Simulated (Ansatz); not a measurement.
# C₂H₅F₂NO: one species, many methods

One table from this session's results is given with a row withheld; the runs are named, their logs left out.

The runs use Ansatz 0.2.0, Gaussian basis; functionals in def2-TZVPP, the program's frozen cores in correlated methods.

Plan: LDA (SPW92), PBE-D4, revPBE-D4, BLYP-D4, r2SCAN-D4, B97M-V, PBE0-D4, B3LYP-D4, r2SCANh-D4, r2SCAN0-D4, HSE06-D4, BHLYP-D4, CAM-B3LYP-D4, LC-ωPBE, ωB97X-V, ωB97M-V, B2PLYP, PBE-QIDH; CCSD(T)/def2-SVP; CCSD(T)/def2-TZVPP; MP2/def2-QZVPP; extrapolation to the limit; RPA on PBE.

## The relaxed structure

All runs share one geometry, relaxed beforehand with PBE0-D4 in a triple-zeta def2 set.

SMILES `NC(F)OCF`, 11 atoms, charge 0, spin multiplicity 1.

Atoms are counted from 1 here; the program's logs count them from 0.

Bond lengths: N1–C2 1.395 Å, N1–H7 1.009 Å, N1–H8 1.012 Å, C2–F3 1.407 Å, C2–O4 1.384 Å, C2–H9 1.093 Å, O4–C5 1.379 Å, C5–F6 1.376 Å, C5–H10 1.093 Å, C5–H11 1.090 Å. Angles: C2–N1–H7 111.8°, C2–N1–H8 111.3°, H7–N1–H8 110.6°, N1–C2–F3 112.9°, N1–C2–O4 107.7°, N1–C2–H9 111.5°, F3–C2–O4 107.5°, F3–C2–H9 104.9°, O4–C2–H9 112.4°, C2–O4–C5 115.3°, O4–C5–F6 110.4°, O4–C5–H10 112.0°, O4–C5–H11 106.7°, F6–C5–H10 107.3°, F6–C5–H11 108.3°, H10–C5–H11 112.1°.

The first run:

Input file in.yaml:

```yaml
crystal:
  periodic: [false, false, false]
  atoms:
    - {symbol: N, position_ang: [-0.004132, -1.846916, -0.470830]}
    - {symbol: C, position_ang: [0.279977, -0.620889, 0.130346]}
    - {symbol: F, position_ang: [1.605468, -0.200414, -0.083092]}
    - {symbol: O, position_ang: [-0.552668, 0.328073, -0.435869]}
    - {symbol: C, position_ang: [-0.489215, 1.581956, 0.133424]}
    - {symbol: F, position_ang: [-1.098155, 1.580868, 1.367329]}
    - {symbol: H, position_ang: [0.588856, -2.583263, -0.117523]}
    - {symbol: H, position_ang: [0.065246, -1.787627, -1.478638]}
    - {symbol: H, position_ang: [0.174063, -0.673332, 1.217423]}
    - {symbol: H, position_ang: [0.542231, 1.912913, 0.279579]}
    - {symbol: H, position_ang: [-1.046171, 2.251931, -0.521550]}
basis:
  gaussian: {orbitals: def2-TZVPP}
hamiltonian: {xc: lda}
output: {orbitals: {seedname: orbitals}}
```

Command:

```sh
$ ansatz run in.yaml --threads 4 --pin off --events-out ev --progress --plain --max-ram 10444MiB
```

Among the steps run: LDA; PBE-D4 (GGA); revPBE-D4 (GGA); BLYP-D4 (GGA); r2SCAN-D4 (meta-GGA); B97M-V (meta-GGA); B3LYP-D4 (hybrid); r2SCANh-D4 (hybrid); r2SCAN0-D4 (hybrid); HSE06-D4 (hybrid); BHLYP-D4 (hybrid); CAM-B3LYP-D4 (range-separated); LC-ωPBE (range-separated); ωB97X-V (range-separated); ωB97M-V (range-separated); B2PLYP (double hybrid); PBE-QIDH (double hybrid).

One of the session's tables, all rows but one given; the rest of the session is left out.

It belongs to the step «Frontier levels by functional». 

| functional | HOMO (eV) | LUMO (eV) | gap (eV) |
| --- | --- | --- | --- |
| LDA (SPW92) | -6.78 | 0.31 | 7.09 |
| PBE-D4 | -6.59 | 0.40 | 7.00 |
| revPBE-D4 | -6.52 | 0.44 | 6.96 |
| BLYP-D4 | -6.49 | 0.32 | 6.82 |
| r2SCAN-D4 | -6.95 | 1.28 | 8.23 |
| B97M-V | -7.11 | 0.66 | 7.76 |
| PBE0-D4 | -8.20 | 1.25 | 9.44 |
| B3LYP-D4 | -7.94 | 0.85 | 8.79 |
| r2SCANh-D4 | -7.55 | 1.52 | 9.07 |
| r2SCAN0-D4 | -8.45 | 1.85 | 10.30 |
| HSE06-D4 | -7.79 | 0.88 | 8.67 |
| BHLYP-D4 | -9.74 | 1.80 | 11.54 |
| CAM-B3LYP-D4 | -9.70 | 1.96 | 11.66 |
| LC-ωPBE | -11.11 | 3.31 | 14.42 |
| ωB97X-V | ? | ? | ? |
| ωB97M-V | -10.65 | 2.61 | 13.26 |

Estimate the missing values for ωB97X-V.

**Answer.** HOMO (eV): -10.73; LUMO (eV): 3.12; gap (eV): 13.86. In the column «HOMO (eV)» it lies between LC-ωPBE (-11.11) and ωB97M-V (-10.65).
